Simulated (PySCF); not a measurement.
**NaH⁺: basis, grid and Hamiltonian**

The method stays; parts of the set-up, such as the basis or the Hamiltonian, are changed.

Method: method and basis as typed in the scripts; program: PySCF 2.14.0.

1 further run of the same task is left out (it didn't finish).

### Step 1. Where the work starts

NaH⁺: 2 atoms, charge 1, spin multiplicity 2.

Bond lengths: Na1–H2 2.095 Å.

### Step 2. The run that the others are compared with

Input file input.py:

```python
from pyscf import gto, scf, cc

mol = gto.M(
    atom='Na 0 0 0; H 0 0 2.095',
    basis='pcseg-1',
    charge=1,
    spin=1,
    verbose=3,
)
mf = scf.UHF(mol)
mf = mf.density_fit(auxbasis='def2-universal-jkfit')
mf.kernel()
mycc = cc.CCSD(mf, frozen=1)
mycc.kernel()
e = mycc.eaccsd(nroots=5)[0]
print('roots (eV) =', (e*27.211386).round(3))
mf.dip_moment()
print('orbital energies (hartree):', [e[max(0, n-3):n+3].round(4) for e, n in zip(mf.mo_energy, mol.nelec)])
```

On the command line:

```console
> OMP_NUM_THREADS=1 python input.py
```

Its log is not repeated here.

Base result: E(SCF) = -162.145949 Eh, E(CCSD) − E(SCF) = -0.00117 Eh, ⟨S²⟩ = 0.750, attachment roots -6.603, -4.431, -4.425, -3.616, -2.161 eV.

The bond length is a typed value, not an optimised one. Positive EA roots mean that the added electron is unbound. The dipole of an ion depends on the origin.

### Step 3. Cartesian functions on

Edit 1 changes Cartesian functions: off → on.

Input file input.py:

```python
from pyscf import gto, scf, cc

mol = gto.M(
    atom='Na 0 0 0; H 0 0 2.095',
    basis='pcseg-1',
    charge=1,
    spin=1,
    cart=True,
    verbose=3,
)
mf = scf.UHF(mol)
mf = mf.density_fit(auxbasis='def2-universal-jkfit')
mf.kernel()
mycc = cc.CCSD(mf, frozen=1)
mycc.kernel()
e = mycc.eaccsd(nroots=5)[0]
print('roots (eV) =', (e*27.211386).round(3))
mf.dip_moment()
print('orbital energies (hartree):', [e[max(0, n-3):n+3].round(4) for e, n in zip(mf.mo_energy, mol.nelec)])
```

On the command line:

```console
> OMP_NUM_THREADS=1 python input.py
```

### Step 4. Def2-tzvpp

Edit 2 changes basis set: pcseg-1 → def2-tzvpp.

input.py, as its differences from that of step 2:

```diff
@@ -4,3 +4,3 @@
     atom='Na 0 0 0; H 0 0 2.095',
-    basis='pcseg-1',
+    basis='def2-tzvpp',
     charge=1,
```

### Step 5. Ano-rcc-vdzp (X2C on)

Edit 3 changes basis set: pcseg-1 → ano-rcc-vdzp; spin-free X2C: off → on.

input.py, as its differences from that of step 2:

```diff
@@ -4,3 +4,3 @@
     atom='Na 0 0 0; H 0 0 2.095',
-    basis='pcseg-1',
+    basis='ano-rcc-vdzp',
     charge=1,
@@ -10,2 +10,3 @@
 mf = scf.UHF(mol)
+mf = mf.sfx2c1e()
 mf = mf.density_fit(auxbasis='def2-universal-jkfit')
```

### Step 6. Density fitting none

Edit 4 changes density fitting: def2-universal-jkfit → none.

input.py, as its differences from that of step 2:

```diff
@@ -10,3 +10,2 @@
 mf = scf.UHF(mol)
-mf = mf.density_fit(auxbasis='def2-universal-jkfit')
 mf.kernel()
```

**Question.** What will these runs give? Wanted: for each run, E(SCF); from base; gap, α spin; after the SCF.

The runs gave:

```tsv
run	E(SCF) (hartree)	from base (eV)	gap, α spin (eV)	functions	after the SCF
base	-162.145949	0	15.88	15	CCSD correlation -0.032 eV, core frozen, first root -6.60 eV
Cartesian functions on	-162.145945	+0.0001	15.88	n/a	CCSD correlation -0.032 eV, core frozen, first root -6.60 eV
def2-tzvpp	-162.168204	-0.6056	16.00	46	CCSD correlation -4.485 eV, core frozen, first root -6.87 eV
ano-rcc-vdzp (X2C on)	-162.377836	not comparable	15.81	23	CCSD correlation -3.204 eV, core frozen, first root -6.74 eV
density fitting none	-162.145951	-0.0001	15.88	15	CCSD correlation -0.032 eV, core frozen, first root -6.60 eV
```

Of the runs whose energies can be compared, “def2-tzvpp” moves the SCF energy most (-0.606 eV). def2-tzvpp (46 functions) gives an energy 0.61 eV lower than pcseg-1 (15). The dearest run is “def2-tzvpp”, at 25 s against 2.9 s.
